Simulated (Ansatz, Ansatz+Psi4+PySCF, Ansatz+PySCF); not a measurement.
```xyz
8

C    -1.4472   -0.4918   -0.0003
N    -0.5751    0.5706   -0.0001
C     0.7990    0.4479    0.0001
H    -2.5048   -0.2902    0.0015
H    -1.0238   -1.4813    0.0001
H    -0.9510    1.5078   -0.0006
H     1.3008    1.4310    0.0004
O     1.3867   -0.6122    0.0000
```

Basis set: cc-pVTZ (spherical functions). Left uncorrelated: 4 orbitals. Correlation on ROHF uses semicanonical orbitals with singles. Charge 0, multiplicity 2.

Computed with Ansatz (development build ahead of 0.2.0); each method stands on the lowest determinant of its kind that the runs found.

Task: Give the atomization energy at this shape (free ground-state atoms in the same class of orbitals less the molecule, no zero-point energy) of doublet C2H4NO by ROHF-MP2, UHF-MP2, ROHF, UHF.

Result:

| method | atomization energy |
| --- | --- |
| ROHF-MP2 | 3130.9 kJ/mol |
| UHF-MP2 | 3126.5 kJ/mol |
| ROHF | 2190.8 kJ/mol |
| UHF | 2155.0 kJ/mol |
